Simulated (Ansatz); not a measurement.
# Si2H4S (SMILES [SiH3][SiH]=S): one structure at several levels

A test off equilibrium: a structure displaced at random from a GFN2-xTB minimum is computed at several levels, and each is set against CCSD(T).

Program: Ansatz 0.2.0, Gaussian basis. Level of theory: single points in def2-TZVPP. These are calculated values, not measurements.

Cores are frozen in the correlated methods.

## Step 1: Where the work starts

SMILES `[SiH3][SiH]=S`, 7 atoms, charge 0, spin multiplicity 1.

Atoms are counted from 1 here; the program's logs count them from 0.

Bond lengths: Si1–H4 1.557 Å, Si1–H5 1.588 Å, Si2–S3 2.034 Å, Si2–H7 1.347 Å. Angles: H4–Si1–H5 106.9°, S3–Si2–H7 131.5°.

Geometry (Å):

```xyz
7

Si   -1.0939    0.5534   -0.2532
Si    1.1726   -0.7854    0.3532
S     2.1731   -0.5299    2.1055
H    -1.9564   -0.4062   -1.1255
H    -0.4668    1.6318   -1.2358
H    -1.7960    1.1482    1.2923
H     1.2794   -1.7238   -0.6067
```

## Step 2: CCSD(T)/def2-TZVPP

The input, run/in.yaml:

```yaml
crystal:
  periodic: [false, false, false]
  atoms:
    - {symbol: Si, position_ang: [-1.093900, 0.553400, -0.253200]}
    - {symbol: Si, position_ang: [1.172600, -0.785400, 0.353200]}
    - {symbol: S, position_ang: [2.173100, -0.529900, 2.105500]}
    - {symbol: H, position_ang: [-1.956400, -0.406200, -1.125500]}
    - {symbol: H, position_ang: [-0.466800, 1.631800, -1.235800]}
    - {symbol: H, position_ang: [-1.796000, 1.148200, 1.292300]}
    - {symbol: H, position_ang: [1.279400, -1.723800, -0.606700]}
basis:
  gaussian: {orbitals: def2-TZVPP}
correlation: {method: ccsd_t}
output: {forces: true}
```

No record of the launch command was kept for these runs.

## Step 3: PBE0-D4/def2-TZVPP

run/in.yaml, as its differences from that of step 2:

```diff
@@ -12,3 +12,3 @@
   gaussian: {orbitals: def2-TZVPP}
-correlation: {method: ccsd_t}
-output: {forces: true}
+hamiltonian: {xc: pbe0, dispersion: d4}
+output: {forces: true, orbitals: {seedname: orbitals}}
```

## Step 4: wB97M-V/def2-TZVPP

run/in.yaml, as its differences from that of step 3:

```diff
@@ -12,3 +12,3 @@
   gaussian: {orbitals: def2-TZVPP}
-hamiltonian: {xc: pbe0, dispersion: d4}
-output: {forces: true, orbitals: {seedname: orbitals}}
+hamiltonian: {xc: {name: wB97M-V}}
+output: {forces: true}
```

## Step 5: r2SCAN-D4/def2-TZVPP

run/in.yaml, as its differences from that of step 4:

```diff
@@ -12,3 +12,3 @@
   gaussian: {orbitals: def2-TZVPP}
-hamiltonian: {xc: {name: wB97M-V}}
+hamiltonian: {xc: r2scan, dispersion: d4}
 output: {forces: true}
```

## Step 6: PBE-D4/def2-TZVPP

run/in.yaml, as its differences from that of step 5:

```diff
@@ -12,3 +12,3 @@
   gaussian: {orbitals: def2-TZVPP}
-hamiltonian: {xc: r2scan, dispersion: d4}
+hamiltonian: {xc: pbe, dispersion: d4}
 output: {forces: true}
```

## Step 7: B97M-V/def2-TZVPP

run/in.yaml, as its differences from that of step 6:

```diff
@@ -12,3 +12,3 @@
   gaussian: {orbitals: def2-TZVPP}
-hamiltonian: {xc: pbe, dispersion: d4}
+hamiltonian: {xc: {name: B97M-V}}
 output: {forces: true}
```

## Step 8: CAM-B3LYP-D4/def2-TZVPP

run/in.yaml, as its differences from that of step 7:

```diff
@@ -12,3 +12,3 @@
   gaussian: {orbitals: def2-TZVPP}
-hamiltonian: {xc: {name: B97M-V}}
+hamiltonian: {xc: {name: CAM-B3LYP}, dispersion: d4}
 output: {forces: true}
```

(Steps that only read results are left out.)

Before running it: what results should come out? Wanted: energy less free atoms, CCSD(T)/def2-TZVPP; RMS force component; RMS force error; HOMO and LUMO, PBE0-D4; T1 diagnostic.

As calculated:

| quantity | value |
| --- | --- |
| energy less free atoms, CCSD(T)/def2-TZVPP | -18.440 eV |
| RMS force component | 1.688 to 1.787 eV/Å over the methods |
| RMS force error | PBE0-D4 0.132, wB97M-V 0.157, r2SCAN-D4 0.091, PBE-D4 0.136, B97M-V 0.156, CAM-B3LYP-D4 0.163 eV/Å |
| HOMO and LUMO, PBE0-D4 | -6.73 and -2.86 eV |
| T1 diagnostic | 0.021 |

In words: Against CCSD(T) the functionals' energies less atoms differ by -1.015 to -0.412 eV, PBE-D4 by -0.777 eV. The reference is not at the basis limit: in triple zeta CCSD(T) underbinds, which counts against methods that bind more; the gaps are no ranking. The forces of r2SCAN-D4 come nearest to CCSD(T), those of CAM-B3LYP-D4 are farthest. Frozen-core CCSD(T) forces in triple zeta carry basis errors of their own, and this is one geometry, so small gaps rank nothing.
